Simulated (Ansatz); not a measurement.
What does this script print? It uses the Ansatz DFT code, driven from Python.

`torsion.py`:
```python
# -*- coding: utf-8 -*-
"""Energy of BH5OSi as one group turns about a bond."""

import warnings

import ansatz as az
from ase import Atoms

warnings.simplefilter("ignore", az.DeckWarning)

atoms = Atoms(["B", "Si", "O", "H", "H", "H", "H", "H"], positions=[
    (-0.8601, 0.5641, -0.7631),
    (0.6188, 0.08, 0.2934),
    (0.1326, -1.1647, 1.3652),
    (-1.3722, -0.1736, -1.4686),
    (-1.3017, 1.7139, -0.7506),
    (1.1032, 1.2587, 1.0579),
    (1.722, -0.3967, -0.5851),
    (0.0495, -1.9388, 0.7951),
])

# start the scan from a relaxed geometry
first = az.Crystal.molecule_from_ase(atoms).calculation()
first = first.basis(gaussian="cc-pVDZ")
first = first.accuracy("medium")
first = first.scf(lower_state_search="off")
first = first.functional("pbe0")
first = first.relax(force_tolerance=0.02, max_steps=80)
atoms.positions = first.run(threads=1).report["positions_ang"]

start = atoms.get_dihedral(2, 1, 0, 3)
energies = {}
for turn in range(0, 360, 30):
    turned = atoms.copy()
    turned.set_dihedral(2, 1, 0, 3, start + turn, indices=[0, 3, 4])
    job = (
        az.Crystal.molecule_from_ase(turned).calculation()
        .basis(gaussian="cc-pVDZ")  # atom-centred Gaussian functions
        .correlation("MP2")
        .accuracy("medium")
        .scf(lower_state_search="off")
    )
    energies[round((start + turn) % 360)] = job.run(threads=1).report["free_energy_ev"]
floor = min(energies.values())
print("dihedral O2-Si1-B0-H3 (deg)   E - E(min) (eV)")
for angle, e in sorted(energies.items()):
    print(f"{angle:8d} {(e - floor):14.3f}  " + "#" * int(30 * (e - floor) / max(max(energies.values()) - floor, 1e-9)))
```

```console
$ python torsion.py
dihedral O2-Si1-B0-H3 (deg)   E - E(min) (eV)
      16          0.037  #######
      46          0.110  #####################
      76          0.146  #############################
     106          0.106  #####################
     136          0.040  #######
     166          0.014  ##
     196          0.048  #########
     226          0.114  ######################
     256          0.149  ##############################
     286          0.109  #####################
     316          0.033  ######
     346          0.000
```

The lowest point is at 346° and the highest at 256°, 0.149 eV (14.4 kJ/mol) above it, with the rest of the molecule held.

Reading the output:
- These settings explore the input space; basis and method may be short of convergence.
- The scan is rigid and the energies are electronic, in a modest basis. With rigid groups the curve can differ much from the relaxed path, the start wasn't checked as a minimum of this torsion, and equivalent turns needn't return to the same energy.
- The start is relaxed with a density functional and scanned with the wavefunction method, so it isn't exactly that method's minimum.
- It ran for 20 s on 1 thread of Arm Neoverse V2 (shared host), peak memory 0.2 GiB.

(A comment or docstring line of the script was reworded after the run, the code is as it ran; lines on the test bed's own set-up are left out of the output.)
